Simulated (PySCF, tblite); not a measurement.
## sulfur trioxide and phosphine

A gas-phase complex of sulfur trioxide and phosphine; neutral, singlet. The structure comes from a short search (6 tight-binding starts) and was relaxed by PBE0-D3(BJ)/def2-SVPD; another way of binding may lie lower. Frequencies by PBE0-D3(BJ)/def2-SVPD show no clear imaginary mode.

Parts: 1 = sulfur trioxide (O=S(=O)=O), atoms 1–4; 2 = phosphine (P), atoms 5–8.

```xyz
8

O    -0.088    1.388    0.566
S     0.085    0.168   -0.209
O    -0.951   -0.852   -0.132
O     1.437   -0.243   -0.561
P    -0.519    1.089   -2.351
H    -0.472    0.208   -3.457
H     0.283    2.166   -2.794
H    -1.822    1.630   -2.458
```
(Å; atoms numbered from 1)

```csv
contact,kind (by geometry),distance (Å),angle (°)
S2···P5,partial bond,2.408,-
```

Deforming the relaxed parts to their shape here costs 11.2 kcal/mol, which the interaction energies leave out.

Interaction energies are complex less parts, with the parts frozen as they stand in it; counterpoise-corrected, in kcal/mol (PySCF).

Q: How strongly do the parts interact, level by level?

A: 
```
                  level  interaction  superposition error removed
wB97M-D3(BJ)/def2-TZVPD       -20.05                        -0.23
 PBE0-D3(BJ)/def2-TZVPD       -24.79                        -0.20
```

Q: What holds them together? Decompose the wB97M-D3(BJ)/def2-TZVPD energy: frozen parts, their antisymmetrised product, then relaxation.

A: electrostatic -64.9, Pauli repulsion +113.3, orbital relaxation -66.1, dispersion correction -2.6 kcal/mol, which sum to the value before the counterpoise correction; the Pauli term holds the exchange-correlation of the frozen density too. Of the attraction, 49 % is orbital relaxation, 49 % is electrostatic, 2 % is dispersion correction.

The parts were also relaxed and run alone, at the levels used for the complex: shieldings by PBE0/pcSseg-2; core levels by delta-SCF with SCAN, pcX-2 on the ionised atom and pcseg-1 elsewhere, spin-free X2C (2p3/2 is the spin-free 2p value less a third of a first-order spin-orbit splitting).

Q: What does binding change?

A: 
```csv
property,alone,in the complex,change
shielding of S2 (ppm),35.9,85.9,+50.1
shielding of P5 (ppm),575.9,457.7,-118.2
O1 1s core level (eV),540.44,538.11,-2.33
S2 2p3/2 core level (eV),176.70,174.63,-2.07
P5 2p3/2 core level (eV),137.09,138.84,+1.74
```

Q: What are the binding energy from relaxed parts (wB97M-D3(BJ)/def2-TZVPD), and ΔH and ΔG of association at 298.15 K and 1 atm?

A: -8.82 kcal/mol, -6.76 with zero-point energy; ΔH -7.1 and ΔG +2.4 kcal/mol, from harmonic vibrations by PBE0-D3(BJ)/def2-SVPD with low modes damped.

The 5 runs behind this took 15 min in all, one thread each of Arm Neoverse N1 on a shared host, launched as `OMP_NUM_THREADS=1 python cluster_run.py task.json out`.
